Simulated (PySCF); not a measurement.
CH3Cl, SMILES CCl.

Geometry optimised at B3LYP-D3(BJ)/def2-TZVP.

Calculation: M06-2X/def2-TZVPD (PySCF).

Symmetry labels are those of the subgroup Cs that the program uses (full group C3v).

Computed valence orbital energies around the gap with their symmetry:
```json
[
 {"orbital": "HOMO−7", "symmetry": "A'", "energy (eV)": "-204.42"},
 {"orbital": "HOMO−6", "symmetry": "A'", "energy (eV)": "-25.80"},
 {"orbital": "HOMO−5", "symmetry": "A'", "energy (eV)": "-20.92"},
 {"orbital": "HOMO−4", "symmetry": "A'", "energy (eV)": "-14.18"},
 {"orbital": "HOMO−3", "symmetry": "A\"", "energy (eV)": "-14.18"},
 {"orbital": "HOMO−2", "symmetry": "A'", "energy (eV)": "-12.82"},
 {"orbital": "HOMO−1", "symmetry": "A'", "energy (eV)": "-9.86"},
 {"orbital": "HOMO", "symmetry": "A\"", "energy (eV)": "-9.86"},
 {"orbital": "LUMO", "symmetry": "A'", "energy (eV)": "0.40"},
 {"orbital": "LUMO+1", "symmetry": "A'", "energy (eV)": "0.83"},
 {"orbital": "LUMO+2", "symmetry": "A'", "energy (eV)": "1.31"},
 {"orbital": "LUMO+3", "symmetry": "A\"", "energy (eV)": "1.31"}
]
```
